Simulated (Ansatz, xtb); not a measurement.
## Relative energy of two isomers of CH6NOS+

Structure I: `[NH3+][C@H](O)S`, a singlet. Structure II: `[NH3+]CSO`, a singlet. Both are isolated ions in the gas phase, relaxed with B3LYP/6-31G*; the shapes shown needn't be the lowest conformers.

I (Å):

```json
{"atom": "C", "x (Å)": "-0.0377", "y (Å)": "0.7288", "z (Å)": "0.4226"}
{"atom": "N", "x (Å)": "0.5509", "y (Å)": "-0.3947", "z (Å)": "1.2986"}
{"atom": "O", "x (Å)": "-1.2300", "y (Å)": "0.1521", "z (Å)": "0.0458"}
{"atom": "S", "x (Å)": "1.0719", "y (Å)": "1.0823", "z (Å)": "-0.9814"}
{"atom": "H", "x (Å)": "-0.1063", "y (Å)": "-0.6339", "z (Å)": "2.0559"}
{"atom": "H", "x (Å)": "1.4597", "y (Å)": "-0.1380", "z (Å)": "1.7021"}
{"atom": "H", "x (Å)": "0.6795", "y (Å)": "-1.2359", "z (Å)": "0.7180"}
{"atom": "H", "x (Å)": "-0.1346", "y (Å)": "1.5970", "z (Å)": "1.0851"}
{"atom": "H", "x (Å)": "-1.6983", "y (Å)": "0.7164", "z (Å)": "-0.5948"}
{"atom": "H", "x (Å)": "1.6601", "y (Å)": "2.1643", "z (Å)": "-0.4279"}
```

II (Å):

```xyz
10

C    -2.1484    0.3406    0.0769
N    -1.5595    0.5993   -1.3057
O    -0.3626    2.0858    0.7396
S    -2.0203    1.8792    1.0166
H    -1.4416   -0.2585   -1.8615
H    -2.1363    1.2635   -1.8390
H    -3.1969    0.0535   -0.0285
H    -1.5694   -0.4776    0.5108
H     0.1261    1.8449    1.5504
H    -0.6334    1.0385   -1.1625
```

Quicker runs give these differences E(II) − E(I): GFN2-xTB +0.041 eV; HF/STO-3G +0.212 eV (at GFN2-xTB geometries); r2SCAN-D4/def2-SVP +0.641 eV (at GFN2-xTB geometries).

Problem. Estimate E(II) − E(I) at the level CCSD(T)/def2-SVP + ΔMP2/def2-TZVPP.

Solution. Calculated at CCSD(T)/def2-SVP + ΔMP2/def2-TZVPP: E(II) − E(I) = +0.389 eV, so structure I lies lower.

Level by level:

```csv
level,geometry,E(II) − E(I) (eV),departure from the last row (eV),"job, with rough time for the two"
GFN2-xTB,GFN2-xTB,+0.041,−0.348,"optimisation, 0.23 s"
HF/STO-3G,GFN2-xTB,+0.212,−0.177,"single point, 0.32 s"
r2SCAN-D4/def2-SVP,GFN2-xTB,+0.641,+0.252,"single point, 3 s"
B3LYP/6-31G*,B3LYP/6-31G*,+0.358,−0.031,"optimisation, 39 s"
HF/def2-SVP,B3LYP/6-31G*,+0.715,+0.326,part of the CCSD(T) run
MP2/def2-SVP,B3LYP/6-31G*,+0.641,+0.252,part of the CCSD(T) run
CCSD(T)/def2-SVP,B3LYP/6-31G*,+0.618,+0.229,single point
CCSD(T)/def2-SVP + ΔMP2/def2-TZVPP,B3LYP/6-31G*,+0.389,,"single point, 22 s"
```

As drawn, II has 1 O–S, 1 C–H in place of 1 C–O, 1 S–H.

The levels shown agree on the order. The largest departure from CCSD(T)/def2-SVP + ΔMP2/def2-TZVPP is that of GFN2-xTB, 0.348 eV. The last row adds to CCSD(T) the change of the MP2 difference between the two basis sets, here −0.229 eV, a large step that makes the value less sure.

With harmonic frequencies from B3LYP/6-31G* (ideal gas, rigid rotor, one conformer each, 298.15 K, 1 atm): the zero-point term adds +0.063 eV; ΔH is +0.445 and ΔG +0.456 eV.

The correlated steps freeze 8 core orbitals. Run with Ansatz 0.2.0, xtb 6.7.1; the last row on 1 thread of Intel(R) Xeon(R) Platinum 8488C (Sapphire Rapids) on a shared host.
